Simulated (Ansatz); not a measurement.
Basis-set extrapolation for C$_{2}$H$_{2}$S, SMILES `C=C=S` (PBE0-D4/def2-TZVP geometry, frozen core, the Gaussian-basis code of Ansatz). Multiplicity 1, RHF reference.

```tsv
	def2-TZVPP	def2-QZVPP
HF	-474.416610	-474.430844
MP2 correlation	-0.480563	-0.514944
CCSD(T) correlation	-0.531906	-0.562977
```

Energies in hartree. Use E(X) = E(∞) + A·exp(−7.88·√X) for Hartree–Fock and E(X) = E(∞) + B·X^(−2.97) for correlation, with X = 3 and 4.

Problem. What is the CCSD(T) energy at the basis-set limit?

Solution. HF limit: -474.430844 + (-0.014234) × 0.13774 = -474.43280. Correlation limit: -0.562977 + (-0.031071) × 0.74074 = -0.58599. Total: -475.01879 hartree, 184.5 kJ/mol below CCSD(T)/def2-TZVPP.
